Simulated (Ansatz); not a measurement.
The cluster Al2H2, relaxed as a quintet with UKS PBE-D4/def2-TZVP in Ansatz, starting from the PBE-D4/def2-TZVP geometry of the neutral singlet. Force threshold 0.02 eV/Å.

At PBE-D4/def2-TZVP a singlet of charge 0 lies 4.09 eV below the quintet, each at its own geometry. The structure comes from a short search, and lower isomers may exist.

Start:

Cartesian coordinates in Å:
```
Al 0.555 -0.879 -0.791
Al -0.687 0.095 1.107
H -0.841 0.319 -0.715
H 0.973 0.465 0.398
```

Problem. Estimate the energy that the relaxation releases and the steps that it takes.

Solution. 12.5 kcal/mol, in 6 steps; 12 s on 4 threads of Arm Neoverse V1 on a shared host. No frequencies were taken in this run, so the end may be a saddle point.

Problem. Does the start keep its bonding and symmetry?

Solution. By distances, no bond broke or formed. The bond that changes most is Al1–H3, from 1.84 to 1.75 Å (atoms count from 1). Point group C2v at the start, D2h at the end, both within 0.05 Å.

Problem. Predict the relaxed structure.

Solution. 
```xyz
4

Al    0.645   -0.508   -0.986
Al   -0.646    0.505    0.987
H    -1.016   -0.081   -0.623
H     1.017    0.084    0.622
```
Bond lengths (bridged metal pairs left out): 4 × Al–H 1.75 Å.
